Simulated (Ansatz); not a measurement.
`SC1=NC1`, charge 0, multiplicity 1.

Question: Give a relaxed structure at PBE0-D4/def2-TZVP (Ansatz 0.2.0). (Estimate.)

Answer: The calculation gave: 
Cartesian coordinates in Å:
```
S 0.439 -0.251 1.993
C -0.149 -0.379 0.393
N -0.890 -1.116 -0.299
C -0.238 0.087 -0.967
H 1.161 0.857 1.768
H 0.566 -0.119 -1.670
H -0.890 0.920 -1.218
```
Point group Cs.
